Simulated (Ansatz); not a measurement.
The same path of C₄H₇ClO (13 atoms, charge 0, multiplicity 1) was run twice with different band settings. The coordinate that changes most is the dihedral H7–C1–C2–Cl3.

All numbers below come from RKS B3LYP-D4/def2-SVP in Ansatz.

Relaxed end points:

```xyz
13
Properties=species:S:1:pos:R:3
C 0.578 -2.503 -0.270
C 0.904 -1.211 -0.186
Cl 2.544 -0.723 0.285
O 0.077 -0.212 -0.509
C -0.122 0.850 0.435
C -1.107 1.828 -0.167
H 1.317 -3.282 -0.091
H -0.441 -2.772 -0.551
H 0.846 1.333 0.647
H -0.502 0.422 1.380
H -0.717 2.240 -1.110
H -2.069 1.336 -0.378
H -1.286 2.660 0.530
```

```xyz
13
Properties=species:S:1:pos:R:3
C 0.579 -2.503 -0.272
C 0.904 -1.211 -0.187
Cl 2.544 -0.721 0.280
O 0.076 -0.212 -0.508
C -0.123 0.849 0.436
C -1.108 1.827 -0.166
H -0.441 -2.771 -0.550
H 1.319 -3.283 -0.097
H 0.845 1.332 0.649
H -0.503 0.421 1.382
H -0.717 2.238 -1.109
H -2.070 1.337 -0.375
H -1.285 2.661 0.531
```

Common settings: spring 5.0 eV/Å²; optimiser quadratic models (default); start path IDPP; force threshold 0.05 eV/Å; iteration limit 60; end points relaxed.

| run | movable images | climbing image |
| --- | --- | --- |
| 1 | 5 | yes |
| 2 | 8 | no |

(1) What does each run give, and how far can it be trusted?

Answers

(1) Run 1: converged after 25 iterations, highest image 2.444 eV above the first end. Neighbouring images differ by up to 2.0 eV, so the band resolves the path poorly. A vibrational analysis at the climbing image gives one clearly imaginary mode, 914i cm⁻¹: a first-order saddle point.
Run 2: converged after 29 iterations, highest image 2.074 eV above the first end. The profile has 2 maxima (images 2, 5) with wells between them (image 3): this band takes more than one step, which may be the mechanism or a detour left from its start path. Neighbouring images differ by up to 1.7 eV, so the band resolves the path poorly. No image climbed, so the highest image needn't sit at the top of the path.
